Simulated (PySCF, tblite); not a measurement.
Isomers of C5H12N (doublet state), one GFN2-xTB conformer each. Single-point energies are computed at B3LYP/pcH-1 (PySCF, gas phase, no added dispersion term), electronic only. GFN2-xTB treats the open shell by occupation alone, and not every SCF solution was tested for stability.

**Question.** Rank them by B3LYP/pcH-1 energy, lowest first (kcal/mol).
A. `[CH2:1][C@@H:2]([NH2:3])[CH:4]([CH3:5])[CH3:6]` (doublet state) with H–C1–C2–N3 -16° and 166°, C1–C2–N3–H 59° and -59°, C1–C2–C4–C5 173°
B. `[CH3:1][C:2]([CH3:3])([CH3:4])[CH2:5][NH:6]` (doublet state) with C2–C5–N6–H 4°
C. `[CH3:1][CH:2]([CH3:3])[C@H:4]([CH3:5])[NH:6]` (doublet state) with C1–C2–C4–C5 69°, C2–C4–N6–H 133°
D. `[CH3:1][C:2]([CH3:3])([CH3:4])[CH:5][NH2:6]` (doublet state) with C2–C5–N6–H 170° and 40°

**Answer.** D (0.0), B (9.5), C (9.5), A (11.0).

As drawn, the lowest has a quaternary carbon, which the highest lacks. Neighbours under 5.0 kcal/mol apart (CC(C)(C)C[NH] and CC(C)[C@H](C)[NH]; CC(C)[C@H](C)[NH] and [CH2][C@@H](N)C(C)C) can change places with a better method, another conformer or zero-point energy. GFN2-xTB itself gives, in the same order: 0.0, 7.7, 8.6, 14.0. Both levels put the same isomer lowest; measured from each level's own lowest isomer, the values differ by up to 3.0 kcal/mol ([CH2][C@@H](N)C(C)C: 14.0 against 11.0).

**Question.** What happens when harmonic zero-point energies from GFN2-xTB frequencies are added?

**Answer.** 
| SMILES | ZPE (kcal/mol) | electronic (kcal/mol) | with ZPE (kcal/mol) |
| --- | --- | --- | --- |
| CC(C)(C)[CH]N | 100.8 | 0.0 | 0.0 |
| CC(C)(C)C[NH] | 99.9 | 9.5 | 8.6 |
| CC(C)[C@H](C)[NH] | 100.4 | 9.5 | 9.1 |
| [CH2][C@@H](N)C(C)C | 100.0 | 11.0 | 10.2 |

The zero-point energies span 0.9 kcal/mol. The order is unchanged.
